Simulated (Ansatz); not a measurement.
Saddle point of SiH$_{2}$ClF, closed shell (SiHCl ([SiH][Cl]) + HF → SiH₂ClF ([F][SiH2][Cl]); bonds formed: Si1–H3, Si1–F4; bonds broken: H3–F4), PBE0-D4/def2-TZVP structure:

Si1  (-0.290, -0.349, 0.341)
Cl2  (1.366, -1.525, 0.034)
H3  (-1.048, 0.386, -0.952)
F4  (-0.125, 1.069, -0.987)
H5  (0.098, 0.419, 1.564)
(Å)

Energies are electronic, without zero-point energy. Barriers and step energies count from the start structure reached by relaxing down the imaginary mode; all methods use the PBE0-D4 structures, on which another method's saddle can fall below an end. Program: Ansatz 0.2.0. Basis: def2-TZVPP, with def2-QZVPP for the basis limit. Cores are frozen in the correlated methods. B3LYP uses VWN-RPA correlation. Extrapolation: Hartree–Fock as exp(−7.88 √X), correlation as X^−2.97.

```json
{"method": "SPW92", "barrier (eV)": "0.312", "step energy (eV)": "-2.945"}
{"method": "PBE-D4", "barrier (eV)": "?", "step energy (eV)": "-2.924"}
{"method": "BLYP-D4", "barrier (eV)": "0.525", "step energy (eV)": "-2.932"}
{"method": "r2SCAN-D4", "barrier (eV)": "0.437", "step energy (eV)": "-3.297"}
{"method": "B97M-V", "barrier (eV)": "0.636", "step energy (eV)": "-3.181"}
{"method": "PBE0-D4", "barrier (eV)": "0.607", "step energy (eV)": "-3.127"}
{"method": "B3LYP-D4", "barrier (eV)": "0.655", "step energy (eV)": "-3.108"}
{"method": "r2SCAN0-D4", "barrier (eV)": "0.614", "step energy (eV)": "-3.358"}
{"method": "BHLYP-D4", "barrier (eV)": "0.864", "step energy (eV)": "-3.327"}
{"method": "CAM-B3LYP-D4", "barrier (eV)": "0.680", "step energy (eV)": "-3.230"}
{"method": "wB97X-V", "barrier (eV)": "0.676", "step energy (eV)": "-3.279"}
{"method": "wB97M-V", "barrier (eV)": "0.756", "step energy (eV)": "-3.068"}
{"method": "B2PLYP", "barrier (eV)": "?", "step energy (eV)": "-3.226"}
{"method": "PBE-QIDH", "barrier (eV)": "0.704", "step energy (eV)": "-3.334"}
{"method": "RPA on PBE", "barrier (eV)": "0.742", "step energy (eV)": "-3.092"}
{"method": "HF", "barrier (eV)": "1.235", "step energy (eV)": "-3.554"}
{"method": "MP2", "barrier (eV)": "?", "step energy (eV)": "-3.346"}
{"method": "CCSD", "barrier (eV)": "0.880", "step energy (eV)": "-3.245"}
{"method": "CCSD(T)", "barrier (eV)": "0.773", "step energy (eV)": "-3.198"}
```

(1) Fill in the withheld barriers. (Judge from chemistry; the value comes from the calculation.)

No T1 diagnostic of these runs exceeds 0.015. The restricted Hartree–Fock reference is unstable towards an unrestricted one at one or more of these structures.

## Answers

(1) Computed: B2PLYP 0.672; PBE-D4 0.426; MP2 0.688 eV. Each is the energy of the saddle less that of the start structure, by the same method.

For comparison, the barrier by CCSD(T) at an estimated basis limit (MP2 extrapolated from triple and quadruple zeta, plus CCSD(T) − MP2 in triple zeta) is 0.744 eV.

Losses and insertions of silylenes and their heavier kin drive the gas-phase chemistry of silicon and germanium vapour deposition.

Labels in which every atom is bracketed show which atoms are joined, not bond orders.

For scale, one of the runs: CCSD(T)/def2-TZVPP, 143 basis functions, launched by `ansatz run in.yaml --threads 2 --pin off --events-out ev --progress --plain --max-ram 4352MiB`. The run took 11 s on 2 CPU threads (shared host), with 0.79 GiB of host memory at its peak.
